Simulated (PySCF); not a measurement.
Gas-phase reaction: HCl + 2 C2H4 ⇌ CH2Cl + C3H7 (i-propyl)

Computed with PySCF and rigid-rotor harmonic-oscillator thermochemistry at 1 bar. † marks an energy on the PBE0/def2-TZVP geometry and frequencies; other levels use their own. MP2 and CCSD(T) freeze the core. 6-31G* has spherical d functions here. Open shells (unrestricted): CH2Cl (multiplicity 2), C3H7 (i-propyl) (multiplicity 2); the rest are closed-shell singlets. B3LYP is the form with VWN-RPA correlation. CH2Cl: computed as isolated molecules; such fragments, hydroxides, amides, oligomers or adducts are transient or little studied in the gas. MP2 isn't extrapolated to the basis-set limit; its ΔH°(298 K) is 180.2 kJ in def2-SVP and 192.1 kJ in def2-TZVPP. CCSD(T) isn't extrapolated to the basis-set limit. The harmonic model lacks anharmonicity and excited electronic states, which grow with temperature; levels with a mode under 35 cm⁻¹ are left out. Internal rotation in C3H7 (i-propyl) is treated as a harmonic vibration of one conformer, which makes the entropy rough. Warning, point group unlike the PBE0 one: CH2Cl (HF/6-31G*).

```json
[
 {"level": "B3LYP/def2-TZVP†", "ΔE electronic, kJ": "175", "ΔH°(298 K), kJ": "178", "ΔS°(298 K), J/K": "-84", "ΔG°(2000 K), kJ": "325"},
 {"level": "CCSD(T)/def2-SVP†", "ΔE electronic, kJ": "181", "ΔH°(298 K), kJ": "184", "ΔS°(298 K), J/K": "-84", "ΔG°(2000 K), kJ": "332"},
 {"level": "HF/6-31G*", "ΔE electronic, kJ": "69", "ΔH°(298 K), kJ": "73", "ΔS°(298 K), J/K": "-88", "ΔG°(2000 K), kJ": "230"},
 {"level": "MP2/def2-SVP†", "ΔE electronic, kJ": "177", "ΔH°(298 K), kJ": "180", "ΔS°(298 K), J/K": "-84", "ΔG°(2000 K), kJ": "328"},
 {"level": "ωB97M-V/def2-TZVP†", "ΔE electronic, kJ": "174", "ΔH°(298 K), kJ": "176", "ΔS°(298 K), J/K": "-84", "ΔG°(2000 K), kJ": "324"}
]
```
ΔH° is lowest at HF/6-31G* and highest at CCSD(T)/def2-SVP†. No reference value is set beside these.
